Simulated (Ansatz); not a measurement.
System: 1T (CdI2-type) PtS₂. Method: r²SCAN+rVV10 (plane waves, PAW; Ansatz, a first-principles code).

Settings: plane-wave cutoff 560 eV, 12×12×8 k mesh (along the axes of the cell as run), Fermi–Dirac smearing 0.01 eV, scalar-relativistic PAW data made under PBE.

The cell is scaled about its equilibrium volume:

Shape and atoms are relaxed at each volume.

```csv
V (Å³/atom),P (GPa),direct gap at Γ (eV),smallest gap on the k mesh (eV),c (Å)
17.927,1.17,1.869,0.626,4.915
18.300,0.51,2.092,0.779,5.019
18.674,0.00,2.303,0.908,5.126
19.047,-0.43,2.496,0.994,5.232
19.421,-0.77,2.671,1.065,5.338
```

The fundamental gap (0.91 eV at the equilibrium volume, with added k points) lies elsewhere than Γ–Γ.

Measured, for comparison: band gap 0.7 eV (temperature not stated, no zero-point or thermal correction, bulk, cited; as tabulated in Two-dimensional noble-metal chalcogenides and phosphochalcogenides, Angew. …).

Note: the bulk modulus comes from volumes at which shape and atoms were relaxed.

Spin–orbit coupling is not included.
